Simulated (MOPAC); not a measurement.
MOPAC input (PM6):

```
PM6 FORCE THERMO(298,298) PRECISE LET UHF MS=0.5 GEO-OK AUX(PRECISION=9) THREADS=1
C4H5

C     0.01060753 1   -0.74485013 1    0.75217157 1
C    -0.15373875 1    0.65121732 1    0.77262349 1
C     0.15552385 1   -0.77676008 1   -0.64584072 1
C    -0.01048351 1    0.73649421 1   -0.74374169 1
H     0.02126796 1   -1.49339024 1    1.50806288 1
H    -0.31400621 1    1.39533258 1    1.50299148 1
H     0.31566814 1   -1.51211895 1   -1.38505392 1
H     0.86264823 1    1.28861943 1   -1.10919590 1
H    -0.89644593 1    1.08414484 1   -1.28687888 1
```

### Question
Which zero-point energy does it print?

### Answer
42.51 kcal/mol, from the harmonic wavenumbers of PM6.
